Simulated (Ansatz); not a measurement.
Compare A (`CC1(F)CO1`) with its isomer B (`C[C@@H]1O[C@H]1F`).

Isolated molecules relaxed with PBE0-D4/def2-TZVP in Ansatz; ΔE leaves out vibrations. CCSD(T)/CBS is the MP2 limit (def2-TZVPP, def2-QZVPP) plus CCSD(T) − MP2 in def2-TZVPP, frozen cores. Functionals use def2-TZVPP. B3LYP here is the variant with VWN-RPA as its local correlation; programs differ in this.

Question: Which is lower in electronic energy at CCSD(T)/CBS, and by how much? (An estimate is asked.)

Answer: The calculation gave: A, by 7.8 kJ/mol.

Question: Give E(B) − E(A) in kJ/mol with r2SCAN-D4, CCSD(T)/def2-TZVPP, B3LYP, CCSD/def2-TZVPP, B3LYP-D4, B2PLYP, PBE0-D4. (Estimate.)

Answer: The calculation gave: r2SCAN-D4 8.1, CCSD(T)/def2-TZVPP 7.5, B3LYP 6.0, CCSD/def2-TZVPP 7.5, B3LYP-D4 6.8, B2PLYP 6.6, PBE0-D4 6.6. None reverses the order clearly.

Question: Does the order hold for the free energy at 298.15 K (harmonic terms from PBE0-D4)? (Estimate.)

Answer: Ansatz gave: Yes: G(B) − G(A) = +8.0 kJ/mol.

Largest T1 diagnostic: 0.012.

Leaving LDA and LC-ωPBE aside and taking each functional with its dispersion term where it has one, the values, not all of them listed here, spread over 2.9 kJ/mol, from PBE-D4 to ωB97M-V.
